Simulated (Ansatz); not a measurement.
`[AlH2][SiH2][SiH3]` + H₂S → `[AlH2][SiH2]S` + SiH₄ at 500 K and 1 bar (cleavage of the Si–Si bond).

Program: Ansatz. Geometries: PBE0-D4/def2-TZVP. ΔE: electronic, gas phase. CCSD(T)/CBS adds triple-zeta CCSD(T) − MP2 to the extrapolated MP2 energy (def2 sets, frozen cores). This one scheme is used for every species. One conformer a species, not always the lowest.

| species | CCSD(T)/CBS energy (Eh) | H − E (kJ/mol) | S (J/(mol·K)) |
| --- | --- | --- | --- |
| `[AlH2][SiH2][SiH3]` | -824.34741 | 193.2 | 429.4 |
| H₂S | -398.97279 | 57.0 | 224.0 |
| `[AlH2][SiH2]S` | -931.87373 | 147.2 | 399.7 |
| SiH₄ | -291.46306 | 102.4 | 230.9 |

H − E and S are ideal-gas, rigid-rotor, harmonic terms from PBE0-D4/def2-TZVP, for one conformer and one mirror image of each species. 1 Eh = 2625.50 kJ/mol, R = 8.31446 J/(mol·K).

Question: By hand: ΔE, ΔH, ΔS and ΔG.

Answer: ΔE = (-931.87373) + (-291.46306) − (-824.34741) − (-398.97279) = -0.01659 Eh = -43.6 kJ/mol. Δ(H − E) = 147.2 + 102.4 − 193.2 − 57.0 = -0.6, so ΔH = -44.2 kJ/mol. ΔS = 399.7 + 230.9 − 429.4 − 224.0 = -22.8 J/(mol·K). ΔG = -44.2 − 500 × (-22.8)/1000 = -32.8 kJ/mol.

Question: By hand: the equilibrium constant, and the temperature at which ΔG would vanish if ΔH and ΔS stayed fixed.

Answer: log₁₀ K = −ΔG/(RT ln 10) = 3.4. ΔG = 0 at ΔH/ΔS = 1939 K.

ΔH outweighs TΔS. A doubt of 5 kJ/mol in ΔE shifts log₁₀ K by 0.5 here. Other conformers and mirror images would add mixing entropy, several J/(mol·K) or more a flexible species. Modes under 60 cm⁻¹, often nearly free rotors, make the harmonic entropy too high. These are equilibria of isolated gas molecules and say nothing of rates. Largest T1 diagnostic: 0.013 (customary marks: 0.02 for closed shells, 0.045 for open ones).
